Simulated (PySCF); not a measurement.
PySCF input (M06-2X/6-31G* (5d)):

```python
from pyscf import gto, dft

mol = gto.M(
    atom='''
    F     0.00000000    0.00000000    0.00000000
    ''',
    basis='6-31g*',
    charge=-1,
    spin=0,
    verbose=4,
)

mf = dft.RKS(mol, xc='m062x')
mf.grids.level = 4
mf.conv_tol = 1e-9
mf.max_cycle = 100
mf.max_memory = 1500
mf.kernel()
if not mf.converged:
    mf = mf.newton()
    mf.kernel(mf.make_rdm1())
mf.dip_moment()
```

### Question
Predict the final energy.

### Answer
-99.72276 Eh.
